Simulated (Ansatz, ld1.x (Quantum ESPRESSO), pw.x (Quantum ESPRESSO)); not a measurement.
# tantalum: one change to the TM potential, in the atom and in the bcc crystal

| Property | Result |
| --- | --- |
| Element | tantalum |
| Generator | ld1.x (Quantum ESPRESSO) 7.5 |
| Type | norm-conserving Troullier–Martins (Kleinman–Bylander form) |
| Functional | LDA (PW92) |
| Relativity | scalar-relativistic |
| Frozen core | [Xe] 4f14 |
| Valence charge | 5 |
| Reference configuration | 5d3 6s2 6p0 |
| Partial waves | 6p (bound, empty): rc 4.15 bohr; 5d (bound): rc 1.90 bohr; 6s (bound): rc 2.90 bohr |
| Local potential | the s channel |
| Core correction | none |

Change: wave 6s (bound): rc 2.90 bohr becomes 6s (bound): rc 2.02 bohr.

Cutoffs, loose and tight: the cutoffs (Ry, on a coarse ladder) from which the occupation-weighted sum of valence levels, in a spherical-Bessel basis at the reference potential, stays within 10 and 1 mRy of its value at 400 Ry. They do not see the model core or the augmentation charge, which bear on the density cutoff. Test errors are all-electron minus pseudo excitation energies from the reference, over the configurations 5d3 6s1 6p0; 5d3 6s0 6p0; 5d2 6s0 6p0; 5d3 6s1.5 6p0; 5d3 6s0 6p2; 5d4 6s1 6p0; 5d3.5 6s1.5 6p0 (two spin-polarised tests are not counted in the largest error); variants that change the core or the reference have their own tests.

Crystal test: bcc Ta in pw.x 7.5, no spin, 14³ k-points, Fermi–Dirac smearing 0.01 Ry, cutoffs set for each file from its atomic test. The reference is all-electron LAPW (Ansatz 0.2.0) with the same functional, mesh and smearing; V0 and B0 come from Birch–Murnaghan fits to the pressures at five volumes. Errors are pseudo minus all-electron; Δ is the rms difference of the E(V) curves that follow from these fits, minima aligned, over ±6 % about the mean V0. Mesh and smearing are coarse, so the numbers serve the comparison and aren't converged zero-temperature values; the lattice is a test structure that the element need not adopt.

All-electron: a0 = 3.255 Å (V0 = 17.24 Å³/atom), B0 = 217.7 GPa.

Q: Does the change bring the crystal closer to the all-electron result?

A: The mean pressure error goes from -0.97 to -5.08 GPa, so the change moves the solid further from the all-electron pressures.

```
                       quantity       base    changed
                 outcome (atom)  generated  generated
           cutoff, loose (atom)      30 Ry      30 Ry
           cutoff, tight (atom)      35 Ry      50 Ry
            bound ghosts (atom)       none       none
largest test error (meV) (atom)       +114       +103
           cutoffs in pw.x (Ry)     45/180     60/240
                         a0 (Å)      3.250      3.229
                   a0 error (%)      -0.14      -0.79
                   B0 error (%)       -1.6       -0.7
                   Δ (meV/atom)        3.5       19.2
      mean pressure error (GPa)      -0.97      -5.08
```

Base: The largest radius (4.15 bohr) exceeds half the bond length (2.66 bohr), so the spheres overlap, which is one possible source of error among others. Changed file: The largest radius (4.15 bohr) exceeds half the bond length (2.66 bohr), so the spheres overlap, which is one possible source of error among others. This is a poor potential for the solid. The logarithmic derivative shows an extra or strongly shifted pseudo pole above the reference energy (s near 1.11 Ry). The atomic cutoffs weigh occupied waves only.
